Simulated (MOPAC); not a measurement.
System: C$_{2}$H$_{3}$, charge 1, multiplicity 1. SMILES of the parent species: C=[CH]

Atoms: C1, C2, H3, H4, H5. Bonds: C1-C2, C1-H3, C2-H4, C2-H5.

Bond lengths (Å) and angles (degrees) optimised at AM1 with MOPAC; PM3 with MOPAC; MNDO with MOPAC, each started from the B3LYP-D3(BJ)/def2-TZVP structure (Ansatz) of the last column. A row stands for all coordinates that are equal there. No wavenumbers were computed at MNDO, so these may be saddle points.

```
coordinate    AM1    PM3   MNDO  B3LYP-D3(BJ)/def2-TZVP
----------  -----  -----  -----  ----------------------
C1-C2       1.263  1.254  1.285                   1.252
C1-H3       1.083  1.081  1.067                   1.081
C2-H4       1.128  1.112  1.105                   1.101
C2-C1-H3    180.0  180.0  180.0                   180.0
C1-C2-H4    125.9  127.1  124.2                   121.5
H4-C2-H5    108.2  105.9  111.5                   117.1
```

Mean signed difference of all 4 bond lengths from B3LYP-D3(BJ)/def2-TZVP: AM1 0.017 Å, PM3 0.006 Å, MNDO 0.007 Å.
